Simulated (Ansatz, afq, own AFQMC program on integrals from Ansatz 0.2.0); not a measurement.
# The B3–O2 bond of CH4BClO, singlet, worked out

```xyz
8

C     0.1819    1.1028   -0.0799
O     0.1958   -0.1915   -0.6319
B    -0.1752   -1.2757    0.0511
Cl   -0.1100   -2.8347   -0.7600
H    -0.4833    1.7432   -0.6779
H    -0.1650    1.0986    0.9659
H     1.1976    1.5235   -0.1212
H    -0.5496   -1.2234    1.1983
```

The molecule and both fragments are relaxed with PBE0/def2-SVP; the fragments keep their bonds.

Basis def2-TZVP. Noble-gas cores (and the filled d shells of Ga–Kr and In–Xe) are frozen. AFQMC by an in-house program on the Cholesky factors that Ansatz 0.2.0 writes for its CCSD(T) run. The CISD trial takes its coefficients from CCSD amplitudes. Released means that phaseless walkers are propagated on without the constraint, phases kept. Error bars are statistical, one sigma.

Total energies in eV. CBS is CCSD(T) at the limit of def2-TZVPP/QZVPP (extrapolated itself); the highest rung of each member is named.

Cautions: CH₄BClO (singlet): the released value is read at 0.90 1/Eh with a noise of 21 meV, more than in the cases checked (meV from the phaseless value at times in 1/Eh: -12 ± 21 at 0.21, -19 ± 16 at 0.42, 5 ± 11 at 0.63, -28 ± 21 at 0.90).

```
          member  count  CCSD(T)/def2-TZVP  highest rung in def2-TZVP           which  CCSD(T)/CBS
   BHCl, doublet     +1        -13198.8726                -13198.9147        CCSDT(Q)  -13200.5815
  CH3O (doublet)     +1         -3125.7671                 -3125.8013        CCSDT(Q)   -3127.4309
CH₄BClO, singlet     -1        -16330.7998       -16330.8795 ± 0.0208  released AFQMC  -16334.2895
```

Problem. Work out the best estimate of the bond energy: the CCSD(T)/CBS difference plus the step from CCSD(T) to the highest rung.

Solution. Sums with the counts: CCSD(T)/CBS 6.2771 eV, highest rung 6.1635 eV, CCSD(T)/def2-TZVP 6.1601 eV. The step is 6.1635 − 6.1601 = 0.0034 eV, so the best estimate is 6.2771 + (0.0034) = 6.2805 eV = 606.0 kJ/mol, with sampling noise 0.021 eV. The step is under twice that noise, so its sign is open. The basis set is worth 0.117 eV of it. Zero-point, core-correlation and spin–orbit terms aren't in it. Past Ne the Hartree–Fock part of each CBS total tends to overshoot, since the cores don't follow the formula; that largely cancels in the difference.

Best estimates are given only where the step beyond CCSD(T) is under 0.3 eV and no member's determinant is very poor (T1 over 0.05, or 0.07 for open shells, ⟨S²⟩ too high by 0.3, two states mixed), so the hardest cases are missing from such tables.

CCSDT and higher add their correlation energy to the determinant of the CCSD(T) run, since their own runs factorise the integrals more tightly (a shift of under 2 meV). Each member of a difference takes its own highest rung, so a best estimate needn't equal the limit plus the step of one row. A walk keeps the symmetry of its determinant, which the program's search chose and which needn't be the lowest solution, so a lower state of the same spin and another symmetry isn't excluded. Released energies are given only where the last usable release times agree within the noise; a slower fall can still hide under it.
